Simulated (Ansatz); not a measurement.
Basis-set extrapolation for CH₄N (`C[NH]`) radical (PBE0-D4/def2-TZVP geometry, frozen core, Ansatz). Multiplicity 2, UHF reference.

```csv
,def2-TZVPP,def2-QZVPP
HF,-94.634264,-94.639049
MP2 correlation,-0.354074,-0.378875
CCSD(T) correlation,-0.396958,not run
```

Energies in hartree. Use E(X) = E(∞) + A·exp(−7.88·√X) for Hartree–Fock and E(X) = E(∞) + B·X^(−2.97) for correlation, with X = 3 and 4, and add CCSD(T) minus MP2 of the smaller set to the MP2 limit.

Task: What is the CCSD(T) energy at the basis-set limit?

Result: HF limit: -94.639049 + (-0.004785) × 0.13774 = -94.63971. MP2 limit: -0.378875 + (-0.024801) × 0.74074 = -0.39725. Higher-order term: -0.396958 − (-0.354074) = -0.04288. Total: -95.07984 hartree, 127.6 kJ/mol below CCSD(T)/def2-TZVPP.
